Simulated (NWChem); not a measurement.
**Correlation energy of CH (+1)**

```
C
H 1 1.1472
```
Charge +1, spin multiplicity 1.

All runs are NWChem calculations. The geometry was optimised at PBE0/def2-SVP, a minimum by its harmonic frequencies.

Basis set: def2-QZVP. Each correlation energy counts from its own Hartree-Fock reference.

The correlated methods keep 1 core orbital frozen. The structure started from a generated list of species. Coupled-cluster values serve here as a point of comparison, not as the truth.

Question: One of these methods gave a correlation energy of -90.4 mHa. Which?
A) MP2
B) SCS-MP2
C) CCSD
D) CR-CCSD[T]

Answer: A, MP2. The others give -103.0 (SCS-MP2), -120.4 (CR-CCSD[T]), -118.3 (CCSD).
